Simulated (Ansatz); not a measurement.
# AlH₂S+ (quintet): from Hartree-Fock to the top rungs, def2-QZVPP

The task here is to estimate one member of a computed series from the others.

Program: Ansatz 0.2.0, Gaussian basis. Level of theory: def2-QZVPP, core rule «outside noble gas», up to 10 orbitals frozen. These are calculated values, not measurements.

The runs, in order: UHF; ROHF; CCSD(T) on UHF.

### The system

The geometry is a PBE0/def2-TZVP stationary point (not a proven minimum) of the parent state, kept for this charge and spin.

4 atoms, charge 1, spin multiplicity 5.

Atoms are counted from 1 here; the program's logs count them from 0.

Bond lengths: Al1–S2 2.200 Å, Al1–H3 1.767 Å, Al1–H4 1.767 Å. Angles: S2–Al1–H3 67.9°, S2–Al1–H4 67.9°, H3–Al1–H4 135.8°.

The first run:

The input, in.yaml:

```yaml
crystal:
  periodic: [false, false, false]
  atoms:
    - {symbol: Al, position_ang: [0.000000, 0.000000, 1.177341]}
    - {symbol: S, position_ang: [0.000000, 0.000000, -1.022903]}
    - {symbol: H, position_ang: [0.000000, 1.636908, 0.512382]}
    - {symbol: H, position_ang: [0.000000, -1.636908, 0.512382]}
basis:
  gaussian: {orbitals: "def2-QZVPP.json"}
total_charge: 1
magnetization: {spin_polarized: true, initial_magnetization: 4}
hamiltonian: {xc: hf}
output: {orbitals: {seedname: orbitals}}
```

On the command line:

```console
> ansatz run in.yaml --threads 1 --pin off --events-out ev --progress --plain --max-ram 2393MiB
```

Steps of the session up to this table: UHF; ROHF; CCSD(T) on UHF.

One table of the session follows, with a row left open; its other results are not shown here.

It belongs to the step «Misses and costs». 

```
  method  from UCCSD(T) (kcal/mol)
    ROHF                   +164.39
     UHF                   +153.40
    UMP2                         ?
   UCCSD                     +7.39
UCCSD(T)                         0
```

Estimate the missing values for UMP2.

The run gave: from UCCSD(T) (kcal/mol): +27.60. In the column «from UCCSD(T) (kcal/mol)» it lies between UCCSD (+7.39) and UHF (+153.40).
